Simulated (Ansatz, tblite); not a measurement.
Cost and result up the ladder for Mg(OH)2 (MgO2H2) (5 atoms). Charge 0, multiplicity 1. Geometry: r2SCAN-D4/def2-TZVP.

Cartesian coordinates in Å:
```
Mg -0.003 0.022 -0.021
O 0.426 1.272 1.140
H 0.765 1.809 1.845
O -0.441 -1.179 -1.231
H -0.747 -1.924 -1.732
```

Ansatz on 4 threads of Arm Neoverse N1 on a shared host; xTB runs through tblite on one thread. Times are rough, summed over both states, and most runs start from the orbitals of an earlier one. PBE0-D4/def2-TZVP serves as the yardstick here, not as an exact answer. The other state is a doublet.

The xTB rows come from tblite.

Raw xTB energies of ions are shifted by several eV.

| level | functions | wall time | vertical IE (eV) | difference from PBE0-D4/def2-TZVP (eV) |
| --- | --- | --- | --- | --- |
| GFN1-xTB | 16 | 0.007 s | 16.83 | 6.69 |
| GFN2-xTB | 19 | 0.008 s | 15.30 | 5.15 |
| PBE-D4/def2-TZVP | 106 | 4.8 s | 9.71 | -0.43 |
| r2SCAN-D4/def2-TZVP | 106 | 8.1 s | 9.82 | -0.32 |
| PBE0-D4/def2-TZVP (with forces) | 106 | 8.8 s | 10.14 | 0.00 |
